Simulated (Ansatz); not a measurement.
System: zinc-blende HgTe. Method: RPBE (Ansatz, a program for electronic structure, PAW).

From the output:

```
Crystal: 2 atoms, lattice volume = 77.099 Å³
Basis set: ecut = 520 eV, 2085 PW (Γ), exchange–correlation on 72×72×72 points (8 copies of the dense FFT grid, shifted against one another)
Bands: 22, of which v1, the nominal top of the filled ones, is band 18 counted from 1 (17 counted from 0)
Symmetry: 24 space group operations
Space group: F-43m (ITA 216), of the structure as read, at distance tolerance 4.3e-5 Å
k-points: 47 of 1000 (time reversal used)
Functional: x = rpbe, c = pbe(β = 0.06672455060314922)
SCF iter   1: F=—  HF=-20817.299114 eV  |F-HF|=—  |Δ(HF+E_count)|=         —  Δρ=2.12e-3  dr2=4.05e-3
SCF iter   2: F=—  HF=-20817.299295 eV  |F-HF|=—  |Δ(HF+E_count)|=   1.81e-4  Δρ=1.08e-3  dr2=7.16e-4
  ...
SCF iter   7: F=—  HF=-20817.299535 eV  |F-HF|=—  |Δ(HF+E_count)|=   1.66e-7  Δρ=8.02e-7  dr2=4.11e-10
SCF iter   8: F=-20817.299535 eV  HF=-20817.299535 eV  |F-HF|=3.17e-10  |Δ(HF+E_count)|=   1.17e-8  Δρ=1.35e-7  dr2=1.72e-11
SCF 1 converged in 8 iterations: F = -20817.299535 eV  dr2 = 1.72e-11
SCF converged after 8 iterations
Free energy (F): -20817.299535 eV
Internal energy: -20817.299496 eV  (E = F + TS)
E sigma→0 (E₀):  -20817.299515 eV
Fermi energy:    6.867839 eV
--- Forces (eV/Å), atoms counted from 1 ---
  atom   1  Hg     0.00000000    -0.00000000     0.00000000
  atom   2  Te    -0.00000000     0.00000000    -0.00000000
--- Stress (GPa, compression-positive) ---
        0.000002       0.000000      -0.000000
        0.000000       0.000002       0.000000
        0.000000       0.000000       0.000002
  P = ⅓ Tr σ = 0.0000 GPa (0.000 kbar)
```

Task: Write an input file that could have produced this run (the log leaves some choices open).

Result: One answer among several that fit: 
Ansatz 0.2 input:
```yaml
crystal:
  lattice:
    - [0.0, 3.378104952, 3.378104952]
    - [3.378104952, 0.0, 3.378104952]
    - [3.378104952, 3.378104952, 0.0]
  atoms:
    - { symbol: Hg, position: [0.0, 0.0, 0.0] }
    - { symbol: Te, position: [0.25, 0.25, 0.25] }
basis:
  ecutwfc: 520
  ecutrho_ratio: 4
  xc_grid: 2
kpoints:
  mp_grid: { grid: [10, 10, 10] }
  band_path:
    path:
      - [0.0, 0.0, 0.0]
      - [-0.055556, -0.055556, 0.0]
      - [-0.111111, -0.111111, 0.0]
      - [-0.166667, -0.166667, 0.0]
      - [-0.222222, -0.222222, 0.0]
      - [-0.277778, -0.277778, 0.0]
      - [-0.333333, -0.333333, 0.0]
      - [-0.388889, -0.388889, 0.0]
      - [-0.444444, -0.444444, 0.0]
      - [-0.5, -0.5, 0.0]
      - [-0.4375, -0.4375, 0.125]
      - [-0.375, -0.375, 0.25]
      - [-0.375, 0.0, 0.375]
      - [-0.333333, 0.0, 0.333333]
      - [-0.291667, 0.0, 0.291667]
      - [-0.25, 0.0, 0.25]
      - [-0.208333, 0.0, 0.208333]
      - [-0.166667, 0.0, 0.166667]
      - [-0.125, 0.0, 0.125]
      - [-0.083333, 0.0, 0.083333]
      - [-0.041667, 0.0, 0.041667]
      - [0.0, 0.0, 0.071429]
      - [0.0, 0.0, 0.142857]
      - [0.0, 0.0, 0.214286]
      - [0.0, 0.0, 0.285714]
      - [0.0, 0.0, 0.357143]
      - [0.0, 0.0, 0.428571]
      - [0.0, 0.0, 0.5]
      - [-0.083333, -0.041667, 0.458333]
      - [-0.166667, -0.083333, 0.416667]
      - [-0.25, -0.125, 0.375]
      - [-0.333333, -0.166667, 0.333333]
      - [-0.416667, -0.208333, 0.291667]
      - [-0.5, -0.25, 0.25]
      - [-0.5, -0.3125, 0.1875]
      - [-0.5, -0.375, 0.125]
      - [-0.5, -0.4375, 0.0625]
    npoints: 1
hamiltonian:
  xc: rpbe
  dispersion: none
  pseudopotentials: { kind: paw }
scf:
  occupations: { method: fermi_dirac, width: 0.01 }
  convergence: { dr2_threshold: 0.0000000002 }
output:
  forces: true
  stress: true
  eigenvalues: true
  write_bands: true
```

The PAW data were made under PBE.

Note: the cell is over a tenth larger than the published one: the level's own overestimate first of all, though another phase or state, or a fault of the published cell, is possible.

Cost on a shared machine: about 11 core-seconds (a rough figure).
